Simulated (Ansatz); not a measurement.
**Thallium, hcp: convergence with the plane-wave cutoff**

Computed with Ansatz, r²SCAN, scalar-relativistic PAW, on the relaxed cell (a = 3.539 Å, c = 5.562 Å (c/a = 1.572); spin not included). Errors count from a run at 500 eV on a Γ-centred 17×17×9 mesh with Fermi-Dirac smearing of 0.1 eV, extrapolated to zero width. Fixed here: mesh 10×10×6, Fermi-Dirac width 0.1 eV. The pressure holds a Pulay correction and is unreliable far below the recommended cutoff. The SCF starts from atomic densities corrected by a trained network.

```tsv
cutoff (eV)	E(σ→0) error (meV/atom)	P (GPa)	SCF iterations
150	25143.3	0.15	8
200	5107.7	0.46	7
250	790.3	-0.05	7
300	68.9	0.07	7
350	0.9	-0.01	7
420	-1.8	-0.02	7
500	-2.6	-0.02	7
600	-2.6	-0.02	7
800	-3.3	-0.02	7
```

Within 5 meV/atom of the last row: from 350 eV on.
